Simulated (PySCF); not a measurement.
A GIAO shielding run with PySCF (density fitting, non-relativistic, gas phase) on Protonated Nitrous Oxide (N=[N+]=O, [HN₂O]+):

```
$ OMP_NUM_THREADS=1 python probes_run.py task.json out

{"job": {"kind": "nmr", "xc": "B97-2", "basis": "pcSseg-2", "pop": false}, "charge": 1, "multiplicity": 1}
N     -0.456392    -0.102834     0.452243
N      0.592143     0.145760     0.805416
O      1.644168     0.240195     1.190894
H     -1.237553     0.427977     0.045833
```

Hardware: 1 thread of an Arm Neoverse N1, shared host.

(1) How large is the calculation?

(2) How long does it take, and how much memory does it need?

(3) And these other runs on the same molecule and hardware: GIAO shielding at KT3/pcSseg-2; GIAO shielding at PBE0/pcSseg-2; GIAO shielding at wB97X-D/pcSseg-2?

Answers

(1) 22 electrons, 122 basis functions and 326 auxiliary functions.

(2) 4.9 s of wall time, with 14 SCF cycles and 5 response iterations; peak memory 0.52 GiB. Times on a shared host scatter by some tens of per cent.

(3) KT3/pcSseg-2: 122 functions, 7.2 s; PBE0/pcSseg-2: 122 functions, 6.6 s; wB97X-D/pcSseg-2: 122 functions, 6.1 s.
